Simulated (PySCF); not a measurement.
**Spin–spin coupling constants**

Molfile (atoms numbered from 1):
```
C4H4F2
     RDKit          3D

 10 10  0  0  0  0  0  0  0  0999 V2000
    2.1119    1.1856   -0.2437 F   0  0  0  0  0  0  0  0  0  0  0  0
    1.4676   -0.0187   -0.1139 C   0  0  0  0  0  0  0  0  0  0  0  0
    0.0136    0.1515   -0.0617 C   0  0  0  0  0  0  0  0  0  0  0  0
   -1.0681    0.8873    0.0006 C   0  0  0  0  0  0  0  0  0  0  0  0
   -1.2729   -0.5784    0.0317 C   0  0  2  0  0  0  0  0  0  0  0  0
   -1.5910   -1.1799    1.2372 F   0  0  0  0  0  0  0  0  0  0  0  0
    1.7605   -0.6355   -0.9734 H   0  0  0  0  0  0  0  0  0  0  0  0
    1.8313   -0.4832    0.8121 H   0  0  0  0  0  0  0  0  0  0  0  0
   -1.5321    1.8400    0.0560 H   0  0  0  0  0  0  0  0  0  0  0  0
   -1.7118   -1.1642   -0.7674 H   0  0  0  0  0  0  0  0  0  0  0  0
  1  2  1  0
  2  3  1  0
  3  4  2  0
  4  5  1  0
  5  6  1  0
  5  3  1  0
  2  7  1  0
  2  8  1  0
  4  9  1  0
  5 10  1  6
M  END
```

Indirect spin–spin couplings were computed at B3LYP/pcJ-1 (spin–dipole term only in couplings to heteroatoms) (PySCF 2.14.0 with density-fitted response routines) on a GFN2-xTB structure, for the isolated molecule, without vibrational or relativistic corrections. Couplings are averaged over pairs made equivalent by symmetry, fast rotation or ring inversion, so a value needn't be that of the named pair in this geometry, while other rotamers aren't included; one pair stands for each set, and the list holds a selection of those of at least 0.8 Hz over up to four bonds. One-bond C–F couplings come out tens of Hz too large with common functionals.

Isotopes: ¹³C, ¹⁹F, ¹H.

```tsv
pair	bonds	J (Hz)
F1, C2	1	?
C2, C3	1	67.2
C2, H7	1	?
C2, H8	1	?
C3, C4	1	?
C3, C5	1	13.9
C4, C5	1	?
C4, H9	1	242.6
C5, F6	1	-306.0
C5, H10	1	229.7
F1, C3	2	20.5
C2, C4	2	-5.2
C2, C5	2	2.1
C3, H7	2	-4.6
C3, H9	2	2.1
F6, H10	2	108.7
F1, C4	3	10.2
F1, C5	3	?
C2, H9	3	?
C2, H10	3	-1.6
C4, H7	3	?
F6, H9	3	-2.6
F1, F6	4	5.5
F6, H8	4	5.2
H7, H9	4	-2.8
H7, H10	4	1.0
```

Estimate the withheld couplings, with signs.

Results:


- ¹J(F1,C2) = -234.6 Hz (bond length 1.372 Å)
- ¹J(C2,H7) = 158.5 Hz (bond length 1.098 Å, sp3 carbon)
- ¹J(C2,H8) = 157.9 Hz (bond length 1.098 Å, sp3 carbon)
- ¹J(C3,C4) = 59.3 Hz (bond length 1.310 Å)
- ¹J(C4,C5) = 18.8 Hz (bond length 1.480 Å)
- ³J(F1,C5) = 11.5 Hz (dihedral angle 178°)
- ³J(C2,H9) = 1.9 Hz (dihedral angle 0°)
- ³J(C4,H7) = 6.5 Hz (dihedral angle 126°)
